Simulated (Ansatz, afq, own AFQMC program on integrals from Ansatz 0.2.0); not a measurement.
Two steps: Ansatz 0.2.0 writes the Fock matrix and Cholesky factors of the valence space, and afq projects on them the lowest state that overlaps trial and start.

```yaml
crystal:
  periodic: [false, false, false]
  atoms:
    - {symbol: Al, position_ang: [0.000000, 0.000000, -1.497050]}
    - {symbol: N, position_ang: [0.000000, 0.000000, 0.240377]}
    - {symbol: H, position_ang: [0.000000, 0.000000, 1.256673]}
basis:
  gaussian: {orbitals: cc-pVDZ}
magnetization: {spin_polarized: true, initial_magnetization: 1}
correlation: {method: ccsd_t, electrons: outside_noble_gas, hamiltonian_folder: ham}
```

```sh
$ ansatz run in.yaml --threads 1 --pin off --events-out ev --progress --plain --max-ram 1382MiB
```

afq runs on the folder ham with

```
--method free --trial cisd --walkers 60 --time-step 0.03 --max-blocks 80 --target-error 0.00036 --factor-cut 1e-05 --seed 2871 --times 0,0.3,0.6,1.2,1.8,2.4,3.6,4.8,6 --taylor-order 8
```

Times are imaginary, in 1/Eh. The walk had a cap of 678 s.

```
orbitals 31  electrons 5 4  factors 220 of 362
reference energy -296.90430804 Eh
CCSD correlation -0.20658616 Eh in 12 cycles, weight of the determinant in the CISD state 0.8849
repeat  energy at the last time / Eh  error
    10  -297.120048  0.003057
    20  -297.118066  0.002173
    30  -297.117765  0.001726
    40  -297.118481  0.001536
    50  -297.118199  0.001277
    60  -297.117843  0.001115
    70  -297.117491  0.000993
    80  -297.117090  0.000901
time / (1/Eh)  energy / Eh  error  mean overlap
  0.00  -297.110622  0.000204  1.1289
  0.30  -297.114438  0.000206  1.1243
  0.60  -297.115243  0.000227  1.1302
  1.20  -297.116321  0.000218  1.1476
  1.80  -297.116871  0.000265  1.1370
  2.40  -297.116952  0.000333  1.1397
  3.60  -297.117585  0.000445  1.1193
  4.80  -297.116984  0.000520  1.1222
  6.00  -297.117090  0.000901  1.1012
energy -297.117090 +/- 0.000901 Eh
```

**Question.** Estimate how long the walk took on 1 thread of Intel(R) Xeon(R) Platinum 8259CL CPU @ 2.50GHz (Skylake/Cascade Lake), with other jobs on the host.

**Answer.** 5.8 min of wall time.

The run passed its tests (error under three times the target), which doesn't prove that it has relaxed.

Against this walk (error 24.5 meV) on the same determinant: CCSD(T) 28.6 meV higher (within the noise), CCSDT(Q) 8.9 meV lower (within the noise). The error is statistical, and a free projection of finite length keeps a remainder of its start.

Cautions: remainder of the start not in the error; error above the target (24.5 against 9.8 meV).

CCSDT and higher add their correlation energy to the determinant of the CCSD(T) run, since their own runs factorise the integrals more tightly (a shift of under 2 meV). A walk keeps the symmetry of its determinant, which the program's search chose and which needn't be the lowest solution, so a lower state of the same spin and another symmetry isn't excluded.
